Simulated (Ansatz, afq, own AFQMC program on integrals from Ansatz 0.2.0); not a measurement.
# AlSi2NH8, singlet in def2-TZVP, levels against AFQMC with the constraint released

```xyz
12

Al   -0.9097    1.7242   -0.2600
N    -0.0708    0.1413   -0.0189
Si   -0.1491   -0.7080    1.5190
Si    0.8535   -0.6065   -1.3147
H    -0.8000    2.4156   -1.6816
H    -1.7105    2.3365    0.9627
H     1.2161   -0.8757    2.1096
H    -0.7368   -2.0738    1.3448
H    -0.9989    0.0715    2.4668
H     0.8393    0.2907   -2.5077
H     0.2729   -1.9331   -1.6940
H     2.2708   -0.8381   -0.8920
```

Basis def2-TZVP. Noble-gas cores (and the filled d shells of Ga–Kr and In–Xe) are frozen. Ansatz 0.2.0 and our own AFQMC program on the same integrals; the CISD trial comes from CCSD amplitudes, and released means the phaseless constraint is let go. Error bars are statistical, one sigma.

Determinant: RHF, the one that the program's search chose, which needn't be the lowest solution. The geometry is a PBE0/def2-SVP stationary point of this or a neighbouring charge and spin state.

No full CI on the walks' own integrals is used here. The released AFQMC energy serves as the reference, which it does only where one determinant dominates, the energy is flat over the last release times and near the phaseless one (40 meV or 2 meV an electron, half that with transition metals). On small molecules, where full CI could be run and the noise was under 10 meV, such values lay within 10 meV of it in 19 cases of 20, a flattering rate, since the rule was set on those same cases; what remains of the bias isn't in the error bar.

Cautions: the released value is read at 0.90 1/Eh with a noise of 20 meV, more than in the cases checked (meV from the phaseless value at times in 1/Eh: -11 ± 14 at 0.21, 1 ± 14 at 0.42, -2 ± 13 at 0.63, -4 ± 20 at 0.90).

- T1 diagnostic: 0.0126
- weight of the determinant in the CISD state: 0.783
- size of the correlated space: 24 electrons in 174 orbitals

| level | correlation energy (eV) |
| --- | --- |
| MP2 | -14.2581 |
| CCSD | -15.9643 |
| CCSD(T) | -16.5276 |

Estimate where AFQMC with the constraint released lies against CCSD(T) on the same integrals.

5.9 ± 1.9 kJ/mol below CCSD(T).

Reference: AFQMC with the constraint released, correlation energy -16.589 ± 0.020 eV.

| level | E − E(reference) (kJ/mol) | share of correlation (%) |
| --- | --- | --- |
| CCSD(T) | 5.9 ± 1.9 | 99.63 |
| ph-AFQMC/HF | -9.7 ± 4.3 | 100.61 |
| ph-AFQMC/CISD | 0.4 ± 2.3 | 99.97 |

Released energies are given only where the last usable release times agree within the noise; a slower fall can still hide under it.
